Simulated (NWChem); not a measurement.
Molecule: pyrrole (C$_{4}$H$_{5}$N); SMILES c1cc[nH]c1

Program: NWChem. Medium grid unless said otherwise, to which SCAN and Minnesota functionals are sensitive. Coordinates come from a PBE0/def2-SVP optimisation.

Question: Among these, which level gives the lowest value of “highest occupied level (eV)”?
A) TPSSh/def2-TZVP
B) PBE/def2-TZVP
C) B3LYP/def2-TZVP
D) r2SCAN/def2-TZVP

Answer: C, B3LYP/def2-TZVP. Values: B3LYP/def2-TZVP -5.88; TPSSh/def2-TZVP -5.45; r2SCAN/def2-TZVP -5.22; PBE/def2-TZVP -5.08
